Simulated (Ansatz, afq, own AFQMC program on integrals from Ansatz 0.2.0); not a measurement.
Two steps: Ansatz 0.2.0 writes the Fock matrix and Cholesky factors of the valence space, and afq projects on them the lowest state that overlaps trial and start.

```yaml
crystal:
  periodic: [false, false, false]
  atoms:
    - {symbol: B, position_ang: [0.000000, 0.000000, 1.368745]}
    - {symbol: O, position_ang: [0.000000, 0.000000, -0.208255]}
    - {symbol: H, position_ang: [0.000000, 0.000000, -1.160490]}
basis:
  gaussian: {orbitals: cc-pVDZ}
magnetization: {spin_polarized: false}
correlation: {method: ccsd_t, electrons: outside_noble_gas, hamiltonian_folder: ham}
```

```sh
$ ansatz run in.yaml --threads 1 --pin off --events-out ev --progress --plain --max-ram 1382MiB
```

afq runs on the folder ham with

```
--method free --trial cisd --walkers 100 --time-step 0.03 --max-blocks 80 --target-error 0.00038 --factor-cut 1e-05 --seed 5549 --times 0,0.21,0.42,0.81,1.2,1.8,2.4,3 --taylor-order 8
```

Times are imaginary, in 1/Eh. The walk had a cap of 512 s.

Output of the walk:

```
orbitals 31  electrons 5 5  factors 215 of 304
reference energy -100.04706944 Eh
CCSD correlation -0.27741016 Eh in 11 cycles, weight of the determinant in the CISD state 0.8757
repeat  energy at the last time / Eh  error
    10  -100.331366  0.001580
    20  -100.334913  0.001769
    30  -100.336840  0.001675
    40  -100.336079  0.001300
    50  -100.335638  0.001138
    60  -100.335583  0.001076
    70  -100.335340  0.000998
    80  -100.335736  0.000944
time / (1/Eh)  energy / Eh  error  mean overlap
  0.00  -100.324440  0.000448  1.1428
  0.21  -100.329710  0.000389  1.1409
  0.42  -100.331701  0.000390  1.1391
  0.81  -100.333498  0.000363  1.1448
  1.20  -100.334218  0.000378  1.1516
  1.80  -100.334633  0.000472  1.1582
  2.40  -100.334715  0.000572  1.1556
  3.00  -100.335736  0.000944  1.1571
energy -100.335736 +/- 0.000944 Eh
```

The run passed its tests (error under three times the target), which doesn't prove that it has relaxed.

Against this walk (error 25.7 meV) on the same determinant: CCSD(T) 50.4 meV higher (within the noise), CCSDT(Q) 2.5 meV lower (within the noise). The error is statistical, and a free projection of finite length keeps a remainder of its start. The last points still move (meV from the last: 61 ± 10 at 0.81, 41 ± 10 at 1.20, 30 ± 13 at 1.80, 28 ± 16 at 2.40, 0 ± 26 at 3.00), but the last one has reached CCSDT(Q) within the noise or passed it, so little can be left to fall.

Cautions: remainder of the start not in the error; error above the target (25.7 against 10.3 meV); higher spins were not checked; raised T1 diagnostic (T1 0.027, weight of the determinant 0.88, largest double 0.11).

The walk took 80 s on 1 thread of Arm Neoverse V2 (shared host). The log's last line is the free-projection energy.

CCSDT and higher add their correlation energy to the determinant of the CCSD(T) run, since their own runs factorise the integrals more tightly (a shift of under 2 meV). A walk keeps the symmetry of its determinant, which the program's search chose and which needn't be the lowest solution, so a lower state of the same spin and another symmetry isn't excluded.
